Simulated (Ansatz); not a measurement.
Results of PBEsol (PAW; Ansatz, an electronic-structure program) for fcc Au.

Numerical settings: plane-wave cutoff 520 eV, 20×20×20 k mesh, Fermi–Dirac smearing 0.1 eV, perturbation theory, scalar-relativistic PAW data made under PBE.

Computed at the level's own relaxed cell.

Au has the cubic space group Fm-3m (No. 225), the fcc (Cu type) structure, Pearson symbol cF4. Conventional cell: a = 4.0829 Å, b = 4.0829 Å, c = 4.0829 Å, α = 90.00°, β = 90.00°, γ = 90.00°. Au on 4a sees 12 Au at 2.887 Å (cuboctahedral). (Neighbours: up to the widest gap in distance over summed covalent radii, below 1.35, at either atom.)
(The calculation used a cell of 1 atom; values per cell refer to that cell.)

Harmonic phonon frequencies (cm⁻¹; i marks an imaginary mode):

```csv
q point,frequencies
X,86 86 149
L,59 59 153
W,[?]
```

Problem. What belongs in the gaps?

Solution. 
- W, frequencies: 84 118 118

No imaginary mode appears at these points.
